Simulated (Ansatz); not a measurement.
Isolated molecules relaxed with PBE0-D4/def2-TZVP in Ansatz; ΔE leaves out vibrations. CBS: MP2 limit from def2 TZ/QZ plus the TZ coupled-cluster correction, frozen cores. DFT in def2-TZVPP. HSE06 is defined as in plane-wave codes. One conformer a species, not always the lowest.

Consider the isomerisation: `C=CC(C)F` → `FC1CCC1`.

`C=CC(C)F`:

Z-matrix (Å, degrees):
```
C
C 1 1.492
F 1 1.387 2 110.3
C 1 1.513 2 112.7 3 -121.5
H 1 1.099 2 109.1 3 116.4
C 2 1.323 1 124.9 3 2.5
H 2 1.088 1 114.6 3 -177.9
H 4 1.091 1 110.3 2 -179.5
H 4 1.092 1 110.0 2 60.0
H 4 1.092 1 110.3 2 -59.7
H 6 1.083 2 121.1 1 -0.7
H 6 1.083 2 121.1 1 179.5
```

`FC1CCC1`:

Cartesian coordinates in Å:
```
F 0.232 -1.192 1.886
C -0.315 -0.401 0.903
C 0.468 0.843 0.492
C 0.021 0.549 -0.956
C -0.231 -0.913 -0.532
H -1.342 -0.168 1.202
H 0.206 1.798 0.948
H 1.537 0.660 0.616
H -0.907 1.065 -1.207
H 0.745 0.725 -1.751
H 0.672 -1.516 -0.653
H -1.085 -1.449 -0.946
```

```csv
level,ΔE (kcal/mol)
revPBE-D4,1.5
B97M-V,2.8
HSE06-D4,-0.4
CAM-B3LYP-D4,3.9
PBE-QIDH,-1.1
r2SCANh,2.2
LC-ωPBE,-3.3
MP2/def2-QZVPP,1.4
```

Question: What does CCSD(T)/CBS give? (Best estimate.)

Answer: Computed: +3.4 kcal/mol. The listed levels differ from it by -1.9, -0.6, -3.8, 0.5, -4.5, -1.2, -6.7, -2.0 kcal/mol.

Largest T1 diagnostic among the species: 0.011.

Leaving LDA and LC-ωPBE aside and taking each functional with its dispersion term where it has one, the values, not all of them listed here, spread over 8.8 kcal/mol, from PBE-QIDH to BLYP-D4. LDA lies −3.9 kcal/mol from PBE without D4. From PBE to PBE0 (25 % exact exchange), in def2-TZVPP and without D4, ΔE moves by −1.8 kcal/mol. In def2-TZVPP, CCSD(T) changes the Hartree–Fock value by −3.7 kcal/mol (the triples alone add +0.2 kcal/mol) and MP2 by −5.5 kcal/mol.

CCSD(T)/CBS has its own doubt, a few kJ/mol and more with outer-core shells, so smaller differences from it don't rank the levels.
